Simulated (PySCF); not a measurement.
Basis and Hamiltonian dependence of the ionisation energy of S

S [Ne] 3s2 3p4 (3P) → S⁺ [Ne] 3s2 3p3 (4S). All values are computed (PySCF 2.14, energy differences of UHF-based or UKS calculations, no spin-orbit coupling). Values in eV.

| basis | Hamiltonian | functions | UHF | LDA | PBE0 | MP2 (valence) | CCSD(T) (valence) | CCSD(T) (valence and next inner shell) |
| --- | --- | --- | --- | --- | --- | --- | --- | --- |
| 6-31G* | non-relativistic | 18 | 9.148 | 10.483 | n/a | 9.475 | 9.487 | n/a |
| ANO-RCC-VTZP | spin-free X2C | 34 | 9.220 | 10.539 | 10.385 | 9.956 | 10.110 | 10.111 |
| pcseg-2 | non-relativistic | 34 | 9.235 | 10.572 | n/a | 9.842 | 9.940 | n/a |
| x2c-TZVPall | spin-free X2C | 37 | 9.221 | 10.543 | n/a | 9.945 | 10.080 | n/a |
| cc-pV(T+d)Z | non-relativistic | 39 | 9.235 | n/a | n/a | 9.960 | 10.096 | n/a |
| x2c-TZVPPall with one added diffuse shell each of s, p, d type | spin-free X2C | 51 | 9.222 | 10.558 | 10.393 | 9.960 | 10.102 | 10.107 |
| aug-cc-pV(T+d)Z | non-relativistic | 55 | 9.243 | 10.569 | 10.409 | 10.005 | 10.153 | n/a |
| x2c-QZVPPall | spin-free X2C | 70 | 9.219 | 10.550 | 10.385 | 10.069 | 10.226 | 10.231 |
| aug-cc-pV(T+d)Z with one added diffuse shell each of s, p, d, f type | non-relativistic | 71 | 9.242 | 10.567 | 10.408 | 10.005 | 10.152 | n/a |
| aug-cc-pCVTZ-DK | spin-free X2C | 75 | 9.223 | 10.556 | 10.393 | 9.992 | 10.139 | 10.150 |
| def2-QZVPPD | non-relativistic | 79 | 9.236 | 10.567 | 10.403 | 10.084 | 10.242 | 10.247 |
| dyall-av3z | non-relativistic | 84 | 9.232 | 10.565 | 10.402 | 10.000 | 10.147 | n/a |
| dyall-acv3z | spin-free X2C | 113 | 9.221 | 10.553 | 10.389 | 9.998 | 10.146 | n/a |
| aug-cc-pV(5+d)Z | non-relativistic | 136 | 9.237 | 10.567 | 10.404 | 10.146 | n/a | n/a |

Frozen in the all-electron rows: valence: [Ne]; valence and next inner shell: 1s2.

Reference for a calculation without spin-orbit coupling: 10.336 eV (measured, between term centres; NIST).
